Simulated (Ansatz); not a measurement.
**H$_{2}$As–As, triplet: the ladder up to UCCSDT(Q)**

Geometry: that of the H2As–As, singlet, kept fixed. The singlet lies 0.9 eV lower here.

```xyz
4

As    0.0000    0.0000    1.0500
As    0.0000    0.0000   -1.1038
H     0.0000    1.1767    2.0001
H     0.0000   -1.1767    2.0001
```

Basis cc-pVDZ; Ansatz 0.2.0. Only valence electrons are correlated (noble-gas cores and the filled d shells of p-block atoms frozen), which leaves 12 electrons in 36 orbitals. Prefix R: restricted or restricted open-shell reference; prefix U: unrestricted. Active spaces: valence = (12e, 10o) chosen from the atoms' valence shells. No spin–orbit coupling is included, and no scalar relativity.

Full CI isn't at hand for all of this; UCCSDT(Q) serves as the reference, and is uncertain by the last step of the cluster series or more. The frozen core follows each run's orbitals, which can shift R against U totals by a few meV for light atoms and by up to 0.1 eV past Ca.

The UHF ⟨S²⟩ is 2.021. The T1 diagnostic (RCCSD) is 0.0222, the largest doubles amplitude (RCCSD) is 0.046 and the T1 diagnostic (UCCSD) is 0.0183.

| level | E − E(UHF) (eV) |
| --- | --- |
| UMP2 | -5.0487 |
| UCCSD | -5.9696 |
| UCCSD(T) | -6.1556 |

Problem. Estimate how far UCCSDT(Q) in cc-pVDZ lies from UCCSD(T). The table doesn't fix it; the size of (T) and the diagnostics are the guide.

Solution. UCCSDT(Q) in cc-pVDZ lies 1.53 mEh below UCCSD(T), which is 22 % of the (T) step (-6.83 mEh). The diagnostics are small and one determinant leads, so the series closes fast and only a small part of (T) is left.

The other levels:

| level | E − E(UCCSDT(Q)) (mEh) | wall time |
| --- | --- | --- |
| UCCSDT | 0.46 | – |

Run but not shown, since their state, orbitals or frozen core can't be matched to the reference's or they repeat it: RHF, RMP2, CISD, RCCSD, RCCSD(T), BCCD(T), RCCSDT, RCCSDT(Q), CASSCF (valence space), NEVPT2 (valence space), NEVPT4(SD) (valence space), MRCISD (valence space), MRCISD+Q (valence space).

Natural occupations of CASSCF (valence space) about the gap: 1.984 1.984 1.967 1.965 1.013 1.000 0.047 0.028 0.020; effectively unpaired electrons, Σ n²(2−n)², 2.02.
